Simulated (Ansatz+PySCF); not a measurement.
Results of a calculation; reference values are marked as such.
## Ansatz (development build ahead of 0.2.0) run

```yaml
crystal:
  periodic: [false, false, false]
  atoms:
    - { symbol: C, position_ang: [0.0, 0.47632, -0.15737] }
    - { symbol: F, position_ang: [-1.10028, -0.25267, 0.02215] }
    - { symbol: H, position_ang: [0.0, 1.46305, 0.41397] }
    - { symbol: F, position_ang: [1.10028, -0.25267, 0.02215] }
basis:
  gaussian: { orbitals: cc-pVTZ }
magnetization:
  spin_polarized: true
  initial_magnetization: 1
hamiltonian:
  xc: hf
correlation:
  method: ccsd_t
  frozen_orbitals: { C: 1, F: 1, H: 0 }
```

The input is written out in the form of the current development build from the run's settings.

Results

| Quantity | Value |
| --- | --- |
| Converged | yes |
| Reference energy | -237.35737 hartree |
| CCSD correlation energy | -0.64866 hartree |
| Triples correction | -0.02047 hartree |
| Total energy | -238.02649 hartree |
| Spin squared of the determinant | 0.756 |
